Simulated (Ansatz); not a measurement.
Born–Oppenheimer molecular dynamics of AlClFH₃ (6 atoms, charge 0, multiplicity 1). It starts at the highest image of a converged band, a first-order saddle point between two minima.

Computed with RKS PBE0-D4/6-31G* (Ansatz 0.2.0).

- ensemble: NVE (velocity Verlet)
- time step: 0.5 fs
- steps asked: 200
- starting velocities drawn for: 100 K
- seed: 7853

First frame:

```xyz
6
Properties=species:S:1:pos:R:3
Al -0.656 -0.091 -0.152
Cl 1.438 1.033 -0.519
H -0.925 -1.034 -1.390
H -1.644 0.936 0.532
H 1.318 -0.013 0.504
F 0.469 -0.831 1.025
```

Q: How far do the bonds stretch over the last three quarters of this one trajectory? (Pairs bonded in most of those frames.)

A: 
| bond | mean (Å) | spread (Å) | shortest | longest |
| --- | --- | --- | --- | --- |
| Al1–Cl2 | 2.672 | 0.171 | 2.41 | 2.95 |
| Al1–H3 | 1.585 | 0.009 | 1.57 | 1.60 |
| Al1–H4 | 1.588 | 0.020 | 1.56 | 1.62 |
| Al1–F6 | 1.688 | 0.027 | 1.65 | 1.75 |
| Cl2–H5 | 1.304 | 0.027 | 1.26 | 1.37 |

Mean temperature of the second half: 182 K. The conserved energy stayed within 0.034 meV per atom of its start (net change -0.025 meV per atom), so the integration is sound. The system heated up, since it started high on the potential surface and ran downhill. A run of 0.1 ps of so small a system gives no equilibrium averages. The orbitals stay closed-shell, which can raise the energy where a bond breaks towards radicals; this wasn't checked here.

Time of the run: 6.9 min on 1 thread of Intel(R) Xeon(R) Platinum 8259CL CPU @ 2.50GHz (Skylake/Cascade Lake), on a shared host, peak memory 0.17 GiB.
